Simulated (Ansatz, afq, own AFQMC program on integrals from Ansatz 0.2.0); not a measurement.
**Where AFQMC and coupled cluster stand for SiH3⁺, triplet**

```yaml
atoms:
  - { symbol: Si, position_ang: [-0.0031, 0.0704, -0.0898] }
  - { symbol: H, position_ang: [-0.0031, -1.2227, -0.8345] }
  - { symbol: H, position_ang: [0.5307, -0.4124, 1.8383] }
  - { symbol: H, position_ang: [-0.4424, -0.3270, 1.4973] }
```

Basis 6-31G. Only valence electrons are correlated. AFQMC by an in-house program on the Cholesky factors that Ansatz 0.2.0 writes for its CCSD(T) run. ph-AFQMC/CISD is guided by a CISD state made of CCSD amplitudes; releasing the constraint for a short imaginary time cuts its bias at the price of noise, slowly where states lie close. ± is one standard error of the sampling.

Determinant: UHF, the one that the program's search chose, which needn't be the lowest solution. The geometry is a point of a scan.

Full CI on the same integrals is exact in this basis and with this determinant's frozen core.

Cautions: lower spins were not checked.

* T1 diagnostic: 0.0158
* weight of the determinant in the CISD state: 0.940
* ⟨S²⟩ of the determinant: 2.006
* size of the correlated space: 6 electrons in 14 orbitals

```csv
level,correlation energy (eV)
MP2,-1.2023
CCSD,-1.7746
CCSD(T),-1.7978
```

Task: Estimate where phaseless AFQMC with a CISD trial lies against CCSD(T) on the same integrals.

Result: 0.35 ± 0.02 mEh below CCSD(T).

Reference: full CI, correlation energy -1.811 eV. The released energy is read at 2.40 1/Eh (meV from the phaseless value at times in 1/Eh: -0.3 ± 0.5 at 0.24, -0.8 ± 0.5 at 0.51, -1.7 ± 0.5 at 0.99, -2.0 ± 0.3 at 1.62, -2.2 ± 0.4 at 2.40).

```
         level  E − E(reference) (mEh)  share of correlation (%)
       CCSD(T)                    0.47                     99.29
         CCSDT                    0.03                     99.96
      CCSDT(Q)                    0.01                     99.99
        CCSDTQ                    0.00                    100.00
 ph-AFQMC/CISD             0.12 ± 0.02                     99.82
released AFQMC             0.04 ± 0.02                     99.94
```

CCSDT and higher add their correlation energy to the determinant of the CCSD(T) run, since their own runs factorise the integrals more tightly (a shift of under 2 meV). Released energies are given only where the last usable release times agree within the noise; a slower fall can still hide under it.
